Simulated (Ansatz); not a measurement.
System: α-phase B. Method: r²SCAN (Ansatz, a program for electronic structure, PAW).

Numerical settings: plane-wave cutoff 600 eV, 8×8×8 k mesh, scalar-relativistic PAW data made under PBE.

Computed at the level's own relaxed cell.

Question: Predict the Voigt–Reuss–Hill bulk modulus, Voigt–Reuss–Hill shear modulus (Hill average), Young modulus and Poisson ratio.

Answer: 
* **Voigt–Reuss–Hill bulk modulus**: 215 GPa
* **Voigt–Reuss–Hill shear modulus (Hill average)**: 210 GPa
* **Young modulus**: 476 GPa
* **Poisson ratio**: 0.131

Elastic constants are with the ions relaxed.

Cost on a shared machine: very roughly 27 core-minutes.
